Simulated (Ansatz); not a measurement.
A trace of molecular dynamics of FH₇Si₂ (10 atoms, charge 0, multiplicity 1).

Computed with RKS PBE-D4/def2-SVP (Ansatz).

| Item | Value |
| --- | --- |
| ensemble | NVE (velocity Verlet) |
| starting velocities drawn for | 100 K |
| seed | 4041 |

```csv
time (fs),T (K),potential energy less start (eV),conserved less start (meV/atom)
0,100,0.000,0.00
4,56,0.046,0.02
8,45,0.057,0.01
12,31,0.071,0.03
16,103,-0.003,0.01
20,206,-0.109,0.05
24,534,-0.449,0.01
28,1051,-0.983,0.00
32,1585,-1.537,-0.07
36,1769,-1.727,-0.09
40,1435,-1.381,-0.05
44,1174,-1.110,0.07
48,1604,-1.556,-0.07
52,1802,-1.760,-0.05
56,1607,-1.559,-0.01
60,1309,-1.250,0.03
64,1157,-1.093,0.04
68,1226,-1.164,0.04
72,1485,-1.432,0.03
76,1745,-1.701,-0.02
80,1654,-1.607,-0.02
84,1299,-1.239,0.07
88,1387,-1.330,0.02
92,1610,-1.562,-0.01
96,1610,-1.561,0.01
100,1485,-1.432,0.02
```

Problem. Is this trajectory sound?

Solution. The conserved energy stayed within 0.12 meV per atom of its start (net change 0.021 meV per atom), so the integration is sound. The kinetic energy rose, since the run started high on the potential surface and went downhill. It ends in pieces (FH5Si2 + H2), so much of that is their flight and rotation, not heat. A run of 0.1 ps of so small a system gives no equilibrium averages. The orbitals stay closed-shell, which can raise the energy where a bond breaks towards radicals; this wasn't checked here. The time step was 0.5 fs.

Time of the run: 2.2 min on 2 threads of AMD EPYC 9R14 (Zen 4), with other jobs on the host, peak memory 0.14 GiB.
